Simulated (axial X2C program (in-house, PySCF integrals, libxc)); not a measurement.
AlP⁻: from Re and ωe to a spectrum

A bond curve at the PBE0 level, with spin–orbit coupling, was computed with an axial X2C code built on PySCF integrals (basis P dyall-av3z [9s8p3d2f], Al dyall-av3z [9s9p3d2f] (cores contracted in-house)) for the state Ω = 1/2 (⟨Sz⟩ = 0.50, ⟨Lz⟩ = 0.00 at PBE0). Its fit gives Re = 2.1362 Å, ωe = 543.9 cm⁻¹, ωexe = 2.34 cm⁻¹ and αe = 1.508e-03 cm⁻¹; the masses are 30.9738 and 26.9815 u. Two-component means X2C with spin–orbit coupling and atomic mean-field Coulomb and Gaunt terms.

(1) Find the reduced mass, Be and the force constant.

(2) A Morse curve ties αe to the other constants (Pekeris). How well does that hold?

(3) Estimate the centrifugal constant by the Kratzer relation.

(4) Estimate De from a Morse curve and compare with the computed well depth of 3.495 eV to P- + Al.

(5) Where do the fundamental and the first overtone lie?

The state is a single determinant with fixed occupations, the lowest that a limited PBE0 search found. Dissociation energies refer to the lowest single-determinant-based atoms at the same level and basis. Density functionals use the spin component along the axis (collinear). In 2c an atomic determinant is not the ground J level, so De misses part of the atomic spin–orbit lowering. This holds for PBE0. PBE0 can misorder states that lie within some tenths of an eV, so this need not be the ground state of the molecule. The nearest other 2c determinant of the search, Ω = 3/2, lies 0.15 eV up at the distance of the search. Without a current term, density functionals place determinants with orbital angular momentum somewhat too high.

Answers

(1) From the PBE0 values: μ = 14.4201 u. Be = 16.8576/(μ Re²) = 0.2562 cm⁻¹. k = 5.8918×10⁻⁷ μ ωe² = 2.51 mdyn/Å.

(2) αe(Morse) = 6Be²/ωe × (√(ωexe/Be) − 1) = 1.464e-03 cm⁻¹; the PBE0 curve gives 1.508e-03 cm⁻¹, a ratio of 0.97.

(3) D = 4Be³/ωe² = 2.27e-07 cm⁻¹.

(4) De(Morse) = ωe²/(4ωexe) = 3.919 eV against 3.495 eV computed, a ratio of 1.12. For De the Morse form works well here.

(5) ν(1←0) = ωe − 2ωexe = 539.2 cm⁻¹; ν(2←0) = 2ωe − 6ωexe = 1073.8 cm⁻¹.
